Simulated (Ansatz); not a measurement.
Geometry optimisation, Ansatz, RKS PBE-D4/def2-SVP.

input.yaml

```yaml
crystal:
  periodic: [false, false, false]
  atoms:
    - { symbol: C, position_ang: [-0.87902, 1.14431, -0.86438] }
    - { symbol: Al, position_ang: [0.63489, -0.11916, -0.13772] }
    - { symbol: Si, position_ang: [1.27776, -1.6838, 1.48463] }
    - { symbol: H, position_ang: [-0.53525, 2.19114, -0.90137] }
    - { symbol: H, position_ang: [-1.18802, 0.90627, -1.89507] }
    - { symbol: H, position_ang: [-1.8148, 1.16303, -0.27447] }
    - { symbol: H, position_ang: [1.69889, 0.32013, -1.34956] }
    - { symbol: H, position_ang: [0.24714, -2.79452, 1.21339] }
    - { symbol: H, position_ang: [0.5584, -1.12738, 2.72454] }
total_charge: -1
basis:
  gaussian: { orbitals: def2-SVP }
hamiltonian:
  xc: pbe
  dispersion: d4
relax:
  f_tol: 0.015
  max_steps: 40
output:
  orbitals: {}
```

Run as:

```bash
$ ansatz run input.yaml --threads 1 --pin off --max-ram 2048MiB --backend cpu --events-out ev --progress --plain --runs-dir out
```

Q: Where does it end, and by what steps?

A: The forces met the threshold. Limits of this set-up: an anion without diffuse functions, the dipole of an ion depends on the origin. After 20 steps the energy has fallen by 0.534 eV; H8 moved furthest, 1.23 Å.

```json
{"step": "0", "energy less start (eV)": "0.0000", "largest force component (eV/Å)": "1.447", "accepted": "yes"}
{"step": "1", "energy less start (eV)": "-0.1625", "largest force component (eV/Å)": "0.346", "accepted": "yes"}
{"step": "2", "energy less start (eV)": "-0.2401", "largest force component (eV/Å)": "0.183", "accepted": "yes"}
{"step": "3", "energy less start (eV)": "-0.2905", "largest force component (eV/Å)": "0.298", "accepted": "yes"}
{"step": "4", "energy less start (eV)": "-0.3251", "largest force component (eV/Å)": "0.331", "accepted": "yes"}
{"step": "5", "energy less start (eV)": "-0.3583", "largest force component (eV/Å)": "0.493", "accepted": "yes"}
{"step": "6", "energy less start (eV)": "-0.4061", "largest force component (eV/Å)": "0.323", "accepted": "yes"}
{"step": "7", "energy less start (eV)": "-0.4370", "largest force component (eV/Å)": "0.184", "accepted": "yes"}
{"step": "8", "energy less start (eV)": "-0.4592", "largest force component (eV/Å)": "0.215", "accepted": "yes"}
{"step": "9", "energy less start (eV)": "-0.4789", "largest force component (eV/Å)": "0.288", "accepted": "yes"}
{"step": "10", "energy less start (eV)": "-0.4861", "largest force component (eV/Å)": "0.696", "accepted": "yes"}
{"step": "11", "energy less start (eV)": "-0.5023", "largest force component (eV/Å)": "0.469", "accepted": "yes"}
{"step": "12", "energy less start (eV)": "-0.5183", "largest force component (eV/Å)": "0.361", "accepted": "yes"}
{"step": "13", "energy less start (eV)": "-0.5293", "largest force component (eV/Å)": "0.132", "accepted": "yes"}
{"step": "14", "energy less start (eV)": "-0.5303", "largest force component (eV/Å)": "0.153", "accepted": "yes"}
{"step": "15", "energy less start (eV)": "-0.5331", "largest force component (eV/Å)": "0.023", "accepted": "yes"}
{"step": "16", "energy less start (eV)": "-0.5335", "largest force component (eV/Å)": "0.016", "accepted": "yes"}
{"step": "17", "energy less start (eV)": "-0.5336", "largest force component (eV/Å)": "0.022", "accepted": "yes"}
{"step": "18", "energy less start (eV)": "-0.5337", "largest force component (eV/Å)": "0.021", "accepted": "yes"}
{"step": "19", "energy less start (eV)": "-0.5338", "largest force component (eV/Å)": "0.017", "accepted": "yes"}
{"step": "20", "energy less start (eV)": "-0.5338", "largest force component (eV/Å)": "0.012", "accepted": "yes"}
```

```xyz
9
Properties=species:S:1:pos:R:3
C -0.820 1.258 -0.728
Al 0.493 -0.258 -0.446
Si 0.984 -1.236 1.673
H -0.295 2.234 -0.846
H -1.411 1.110 -1.662
H -1.543 1.365 0.109
H 1.535 -0.266 -1.729
H 1.459 -2.667 1.350
H -0.402 -1.542 2.279
```

Time of the run: 46 s on 1 CPU thread of a shared host.
